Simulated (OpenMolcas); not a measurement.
# P2H2 (phosphanylidenephosphane): the energy, rung by rung

The species is P2H2 (4 atoms), meant as a singlet with charge 0. As SMILES, `[H]/P=P/[H]`. The shape is that of a GFN2-xTB optimisation.

```xyz
4

P    -0.0244   -1.0036    0.0883
P     0.0244    1.0035   -0.0883
H     1.0373   -1.0676    1.0033
H    -1.0373    1.0677   -1.0034
```

Quantity: the energy change with the P2–H4 bond stretched from 1.403 to 2.455 Å, in eV. The values are calculated.

| level | kind | program | value (eV) | less FCI/STO-3G | CPU time (all runs) |
| --- | --- | --- | --- | --- | --- |
| HF/STO-3G (restricted) | Hartree–Fock | OpenMolcas | 5.73 | +2.42 | 2.8 s |
| PBE/STO-3G (restricted) | GGA | OpenMolcas | 3.78 | +0.47 | 7.3 s |
| M06-2X/STO-3G (restricted) | hybrid meta-GGA | OpenMolcas | 4.66 | +1.35 | 7.9 s |
| PBE0/STO-3G (restricted) | global hybrid | OpenMolcas | 4.38 | +1.07 | 6.6 s |
| B2PLYP/STO-3G (restricted) | double hybrid | OpenMolcas | 4.19 | +0.88 | 6.4 s |
| MP2/STO-3G (restricted) | perturbation theory | OpenMolcas | 4.26 | +0.95 | 2.9 s |
| ACPF/STO-3G (restricted) | coupled cluster or CI | OpenMolcas | 2.31 | -1.00 | 3.2 s |
| CISD/STO-3G (restricted) | coupled cluster or CI | OpenMolcas | 3.98 | +0.67 | 3.3 s |
| FCI/STO-3G | exact in the basis | OpenMolcas | 3.31 | 0.00 | 8.2 s |

FCI/STO-3G is exact within its basis and frozen core, so for wave-function methods in that basis the difference is their error; functionals converge differently with the basis, so for them it is only a difference. Spin-restricted single references rise too steeply as a bond breaks, Hartree–Fock most of all. Perturbation and coupled-cluster corrections on them can overshoot downwards. The first shape isn't each level's own minimum. The values span 2.31 to 5.73 eV. All rows use very small basis sets, so even the best lies far from the true value. CPU times are rough (shared hosts, several kinds of processor): they show what a rung costs within a factor of a few.
